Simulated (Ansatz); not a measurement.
**B (model structure, started from the dhcp type, P6₃/mmc, No. 194, 4 atoms in the cell): properties by level of theory**

```csv
level (code),lattice parameter a (Å),lattice parameter c (Å)
PBE (Ansatz),[?],17.901
PBEsol (Ansatz),[?],13.994
PBE-D3(BJ) (Ansatz),1.705,[?]
```

**Question.** Complete the blanks.

**Answer.** 
- PBE (Ansatz, a first-principles code), lattice parameter a (Å): 1.711
- PBEsol (Ansatz), lattice parameter a (Å): 1.708
- PBE-D3(BJ) (Ansatz), lattice parameter c (Å): 13.514

Ansatz's density-functional and Hartree–Fock values are scalar-relativistic unless marked +SOC, with PAW data made under PBE.

Computed values are for the static lattice.

A model structure was made by putting elements into a prototype or built by hand; it is no filed structure, need not be a known phase, and can be a saddle point held by its symmetry.
